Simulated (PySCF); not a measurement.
Functional benchmark on one molecule

Molecule: `CP(C)(C)=O`, C3H9OP.

Atom-mapped SMILES (the numbers label the heavy atoms): `[CH3:1][P:2]([CH3:3])([CH3:4])=[O:5]`. Hydrogens are named by the atom that carries them.

Geometry PBE0-D3(BJ)/def2-SVP throughout; GIAO in PySCF 2.14.0 with density-fitted response routines, gas phase, one conformer, non-relativistic; equivalent atoms averaged; basis pcSseg-1.

Reference values (measured; E. Pretsch, P. Bühlmann, M. Badertscher, Structure Determination of Organic Compounds, 4th ed., Springer 2009): δ(P2) = 41.0 ppm vs 85 % H3PO4. Computed shifts are taken against H3PO4, calculated as an isolated molecule at each level.

Task: How do the functionals WP04, B97-2, BHandHLYP, CAM-B3LYP, wB97X-D, LC-wPBE perform against the reference? Times are CPU seconds on 1 thread of an Arm Neoverse V1, shared host.

Result: 
```csv
functional,kind,P2,abs. error P,core-s
WP04,global hybrid,13.4,27.6,10
B97-2,global hybrid,1.9,39.1,10
BHandHLYP,global hybrid,4.8,36.2,10
CAM-B3LYP,range-separated hybrid,0.0,41.0,14
wB97X-D,range-separated hybrid,-1.2,42.2,13
LC-wPBE,range-separated hybrid,-7.6,48.6,20
```

For 31P the closest is WP04 (27.6 ppm) and the furthest LC-wPBE (48.6 ppm). One molecule is a small sample, and vibrational and solvent effects are absent from the calculation.
